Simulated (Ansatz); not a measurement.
# Equilibrium volume per atom of some hcp solids

Method: PBE-D4 in Ansatz (plane waves, PAW). References are measured values corrected to a static lattice. The table is a random draw of 10 from 13 solids with such references.

Values in Å³/atom.

```
solid   reference  PBE-D4  error (%)
------  ---------  ------  ---------
hcp Co     10.96¶   10.57       -3.6
hcp Y      32.95¶   31.95       -3.0
hcp Os     13.85¶   14.02       +1.2
hcp Hf     22.30¶   22.22       -0.4
hcp Re     14.62¶   14.67       +0.3
hcp Mg     22.65¶   22.64        0.0
hcp Ru     13.45¶   13.52       +0.5
hcp Ti     17.50¶   17.11       -2.2
hcp Cd     21.01¶   21.55       +2.6
hcp Sc     24.77¶   23.89       -3.6
```

Over these 10 solids the mean error is -0.8 %, the mean absolute error 1.7 % (median 1.7 %), and the worst case hcp Co at -3.6 %; the value is too low in 6 of 10 cases. Over all 13, from unrounded values, the mean error is -0.4 % and the mean absolute error 2.0 % (median 2.1 %).

All these references are brought to a static lattice.

Spin–orbit coupling is left out, also for the solids with elements from indium on (hcp Os, hcp Hf, hcp Re); its size isn't shown.

¶ marks references of a special kind: hcp Co, 10.96 Å³/atom (measured, copied from a table, unchecked, extrapolated to 0 K and zero-point effects removed; as tabulated in Lejaeghere et al. (2013), arXiv:1204.2733); hcp Y, 32.95 Å³/atom (measured, copied from a table, unchecked, extrapolated to 0 K and zero-point effects removed; as tabulated in Lejaeghere et al. (2013), arXiv:1204.2733); hcp Os, 13.85 Å³/atom (measured, copied from a table, unchecked, extrapolated to 0 K and zero-point effects removed; as tabulated in Lejaeghere et al. (2013), arXiv:1204.2733); hcp Hf, 22.30 Å³/atom (measured, copied from a table, unchecked, extrapolated to 0 K and zero-point effects removed; as tabulated in Lejaeghere et al. (2013), arXiv:1204.2733); hcp Re, 14.62 Å³/atom (measured, copied from a table, unchecked, extrapolated to 0 K and zero-point effects removed; as tabulated in Lejaeghere et al. (2013), arXiv:1204.2733); hcp Mg, 22.65 Å³/atom (measured, copied from a table, unchecked, extrapolated to 0 K and zero-point effects removed; as tabulated in Lejaeghere et al. (2013), arXiv:1204.2733); hcp Ru, 13.45 Å³/atom (measured, copied from a table, unchecked, extrapolated to 0 K and zero-point effects removed; as tabulated in Lejaeghere et al. (2013), arXiv:1204.2733); hcp Ti, 17.50 Å³/atom (measured, copied from a table, unchecked, extrapolated to 0 K and zero-point effects removed; as tabulated in Lejaeghere et al. (2013), arXiv:1204.2733); hcp Cd, 21.01 Å³/atom (measured, copied from a table, unchecked, extrapolated to 0 K and zero-point effects removed; as tabulated in Lejaeghere et al. (2013), arXiv:1204.2733); hcp Sc, 24.77 Å³/atom (measured, copied from a table, unchecked, extrapolated to 0 K and zero-point effects removed; as tabulated in Lejaeghere et al. (2013), arXiv:1204.2733).

Differences are worked out from the printed values.

Caveats: a distance lies near a switch of the dispersion term, which can move the cell (hcp Mg). Ansatz's density-functional and Hartree–Fock values are scalar-relativistic unless marked +SOC, with PAW data made under PBE.

Ansatz's runs of these crystals have no spin polarisation, but for hcp Co.

Density-functional runs with spin start from parallel moments for hcp Co.

Not in this set, of the hcp solids with a reference value in our tables and a result at some level: 1 for a reference at room or unstated temperature. These can be a level's best or worst cases. Solids without a released value at any level aren't counted. Cubic solids are told by their lattice constant and aren't counted here. Layered and molecular crystals are counted apart. The metals Ce to Yb are counted apart.

References as tabulated in Lejaeghere et al. (2013), arXiv:1204.2733.

Ansatz is a program for electronic structure.
